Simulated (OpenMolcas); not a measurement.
# SiH3F (SMILES F[SiH3]): levels of theory compared

We compute a comparison of 6 runs (HF/STO-3G, HF/3-21G, HF/def2-TZVPP, B3LYP/6-31G*, B2PLYP/def2-TZVPP, SVWN5/def2-TZVPP) of SiH3F. 

The results are computed with OpenMolcas 26.06.

1 further run of the same task is left out (set aside as unsound or not needed).

### 1 The structure to begin with

SiH3F: 5 atoms, total charge 0, spin state singlet. SMILES: `F[SiH3]`. The Si2–H3 distance was set to 3.260 Å, away from the relaxed value. At this shape a bond of the SMILES string is far longer than usual.

Bond lengths: F1–Si2 1.600 Å, Si2–H4 1.482 Å, Si2–H5 1.482 Å. Angles: F1–Si2–H4 108.3°, F1–Si2–H5 108.3°, H4–Si2–H5 110.6°.

### 2 A single-point energy at HF/STO-3G (run 1)

calc.input reads:

```
* FH3Si Hartree-Fock

&GATEWAY
  BasLib=$CurrDir
  Coord
  5
  angstrom
  F       -0.781271       0.370764       2.553632
  Si       0.536629       0.188664       1.664932
  H       -0.367800      -0.192600      -1.443700
  H        1.261929      -1.009936       2.147232
  H        1.373829       1.401364       1.819032
  Basis=STO-3G
  Group=NoSym

&SEWARD

&SCF
  Thresholds=1e-10 1e-07 1e-07 1e-05
  PrOrbitals=1 1
```

The basis set STO-3G is read from a file made from the Basis Set Exchange's data (not shown).

Command:

```
$ export MOLCAS_MEM=1860
$ pymolcas calc.input > calc.log
```

The log of the run:

```text
--- Start Module: gateway ---
[...]
--- Stop Module: gateway /rc=_RC_ALL_IS_WELL_ ---
--- Start Module: seward ---
[...]
      Basis functions           17
--- Stop Module: seward /rc=_RC_ALL_IS_WELL_ ---
--- Start Module: scf ---
[...]
       Convergence after  14 Iterations
[...]
::    Total SCF energy                               -385.0517965851
[...]
      Total spin, S                                     0.0000000000
[...]
      Total electronic charge=   26.000000
      Total            charge=   -0.000000
[...]
      Dipole Moment (debye):
      Origin of the operator (angstrom)=    0.0491    0.2505    1.9528
                   X=  1.2742E+00               Y=  1.3882E-01               Z=  1.4532E+00           Total=  1.9377E+00
      Quadrupole Moment (debye*angstrom):
[...]
--- Stop Module: scf /rc=_RC_ALL_IS_WELL_ ---
[...]
```

Run time: 1.5 s. Hardware: 1 thread of Arm Neoverse V2, shared host; peak memory 0.37 GiB.

### 3 The energy at HF/3-21G (run 2)

struct.xyz reads:

```xyz
5

F     -0.781271     0.370764     2.553632
Si     0.536629     0.188664     1.664932
H     -0.367800    -0.192600    -1.443700
H      1.261929    -1.009936     2.147232
H      1.373829     1.401364     1.819032
```

mol.input reads:

```
* FH3Si Hartree-Fock
&GATEWAY
BasLib
$CurrDir
Coord
struct.xyz
Basis
3-21G
Group
NoSym
&SEWARD
&SCF
Thresholds
1e-10 1e-07 1e-07 1e-05
PrOrbitals
0
```

The basis set 3-21G is read from a file made from the Basis Set Exchange's data (not shown).

Command:

```
$ export MOLCAS_MEM=1860
$ pymolcas mol.input > mol.log
```

The log of the run:

```text
--- Start Module: gateway ---
[...]
--- Stop Module: gateway /rc=_RC_ALL_IS_WELL_ ---
--- Start Module: seward ---
[...]
      Basis functions           28
--- Stop Module: seward /rc=_RC_ALL_IS_WELL_ ---
--- Start Module: scf ---
[...]
       Convergence after  13 Iterations
[...]
::    Total SCF energy                               -387.8690989974
[...]
      Total spin, S                                     0.0000000000
[...]
      Total electronic charge=   26.000000
      Total            charge=   -0.000000
[...]
      Dipole Moment (debye):
      Origin of the operator (angstrom)=    0.0491    0.2505    1.9528
                   X=  2.0903E+00               Y=  4.7949E-02               Z=  1.0636E+00           Total=  2.3458E+00
      Quadrupole Moment (debye*angstrom):
[...]
--- Stop Module: scf /rc=_RC_ALL_IS_WELL_ ---
[...]
```

Run time: 1.5 s. Hardware: 1 thread of Arm Neoverse V2, shared host; peak memory 0.37 GiB.

Runs 3 to 5 aren't shown in full; the table further down has their settings and results.

### 4 The energy at SVWN5/def2-TZVPP (run 6)

geom.xyz reads:

```xyz
5

F     -0.781271     0.370764     2.553632
Si     0.536629     0.188664     1.664932
H     -0.367800    -0.192600    -1.443700
H      1.261929    -1.009936     2.147232
H      1.373829     1.401364     1.819032
```

job.inp reads:

```
&gateway
 baslib=$CurrDir
 coord=geom.xyz
 basis=def2-TZVPP
 group=NoSym

&seward
 gridinput
 Grid=UltraFine
 End of Grid

&scf
 ksdft=SVWN5
 thresholds=1e-10 1e-07 1e-07 1e-05
 prorbitals=1 2
```

The basis set def2-TZVPP is read from a file made from the Basis Set Exchange's data (not shown).

Command:

```
$ export MOLCAS_MEM=1860
$ pymolcas job.inp > job.log
```

The log of the run:

```text
--- Start Module: gateway ---
[...]
--- Stop Module: gateway /rc=_RC_ALL_IS_WELL_ ---
--- Start Module: seward ---
[...]
      Basis functions          115
--- Stop Module: seward /rc=_RC_ALL_IS_WELL_ ---
[...]
--- Start Module: scf ---
[...]
       Convergence after  21 Iterations
[...]
::    Total KS-DFT energy                            -389.2629243108
[...]
      Total spin, S                                     0.0000000000
[...]
      Total electronic charge=   26.000000
      Total            charge=   -0.000000
[...]
      Dipole Moment (debye):
      Origin of the operator (angstrom)=    0.0491    0.2505    1.9528
                   X=  1.6142E+00               Y=  1.1753E-01               Z=  1.4129E+00           Total=  2.1484E+00
      Quadrupole Moment (debye*angstrom):
[...]
--- Stop Module: scf /rc=_RC_ALL_IS_WELL_ ---
[...]
```

It took 28 s on 1 thread of Arm Neoverse V2, shared host; peak memory 0.7 GiB.

### 5 Overview of the runs

```csv
run,level,integration grid,frozen core orbitals,energy (Eh),dipole moment (D),HOMO energy (eV),LUMO energy (eV),wall time
1,HF/STO-3G,–,–,-385.051797,1.94,-4.09,2.19,1.5 s
2,HF/3-21G,–,–,-387.869099,2.35,-8.14,-1.00,1.5 s
3,HF/def2-TZVPP,–,–,-390.029751,3.58,-8.32,-1.06,14 s
4,B3LYP/6-31G* (spherical functions),UltraFine,–,-391.011199,2.30,-6.38,-3.85,7.8 s
5,B2PLYP/def2-TZVPP,UltraFine,6,-390.899137,2.91,-7.32,-2.90,28 s
6,SVWN5/def2-TZVPP,UltraFine,–,-389.262924,2.15,-5.98,-4.57,28 s
```

### 6 Summary of results

| quantity | value |
| --- | --- |
| run 6: total energy | -389.26292 Eh |
| run 6: dipole moment | 2.15 D |
| run 6: HOMO energy | -5.98 eV |
| run 6: LUMO energy | -4.57 eV |
| run 6: HOMO–LUMO gap | 1.41 eV |

**Reading.** The dipole moment (its size) runs from 1.94 D (HF/STO-3G) to 3.58 D (HF/def2-TZVPP). The HOMO–LUMO gap runs from 1.41 eV (SVWN5/def2-TZVPP) to 7.26 eV (HF/def2-TZVPP). Exact exchange widens orbital gaps. For B2PLYP the log adds the whole second-order term; the table takes 0.27 of it, as the functional is defined. Totals of different functionals can't be ranked against each other. In run 1 the basis is minimal, so the values are rough. In runs 1, 2, 3, 4, 5, 6 a closed-shell determinant meets a far-stretched bond, which it describes badly. All runs together took 81 s, the longest 28 s.
